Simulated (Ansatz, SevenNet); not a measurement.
## How the bulk modulus B0 of cubic perovskite CsSnBr3 moves with the method

No measured value is used here.

| level (code) | value (GPa) | cell (Å³/atom) |
|---|---|---|
| SevenNet-0 (SevenNet) | 20.7 | 40.97 |
| LDA (Ansatz) | … | 36.36 |
| PBE (Ansatz) | 19.3 | 41.00 |
| PBE+SOC (Ansatz) | 19.2 | 40.99 |
| PBEsol (Ansatz) | 22.1 | 38.33 |
| PBEsol+SOC (Ansatz) | 22.0 | 38.23 |
| HSE06 (Ansatz) | 20.7 | 40.50 |
| PBE0 (Ansatz) | 20.8 | 40.51 |

Some entries are withheld; supply them.


- LDA (Ansatz, a first-principles code), value (GPa): 25.7

SevenNet-0, LDA, PBE, PBE+SOC, PBEsol, PBEsol+SOC, HSE06, PBE0: the relaxation could not lower the start's symmetry, so the cell can be a saddle point above a distorted one. Each level is taken at its own relaxed cell. Cutoffs and k meshes differ between the levels. Ansatz's density-functional and Hartree–Fock values are scalar-relativistic unless marked +SOC, with PAW data made under PBE.

Machine-learned potentials (SevenNet-0) are trained on DFT data, which may include these solids.
